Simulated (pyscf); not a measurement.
PySCF, gas phase, ωB97X-D3(BJ)/def2-SVP geometries.

**Question.** Estimate by transition-state theory the rate constant of H₂N–Si•(NH₂)–Cl + NH₃ → H₂N–SiH(NH₂)–Cl + NH₂• (doublet surface; H–N broken, H–Si formed) at 298 K, with ωB97M-D3(BJ)/def2-TZVP energies (ideal gas, 1 atm, RRHO with modes under 100 cm⁻¹ raised to 100, one conformer, R ln 2 for chiral ones without a mode under 150 cm⁻¹; no tunnelling).

**Answer.** The electronic barrier is 19.7 kcal/mol and the thermal terms add +6.3, so ΔG‡ = 26.0 kcal/mol. With k_BT/h = 6.21e+12 s⁻¹ and RT = 0.592 kcal/mol, and a volume of 4.06e-20 cm³ per molecule at 1 atm, k = 2.2e-26 cm³ molecule⁻¹ s⁻¹. Wigner's tunnelling factor for 1083i cm⁻¹ would be 2.14, likely too low at so high a frequency. A shift of 1 kcal/mol in the barrier changes k by a factor 5.4. On the product side the descent ends in a complex (not fully relaxed), 5.1 kcal/mol under the separated species and 9.4 kcal/mol under the saddle at ωB97X-D3(BJ)/def2-TZVP. This is the saddle that the search found; another between the same sides may lie lower. The angle at the transferred H is 154°.
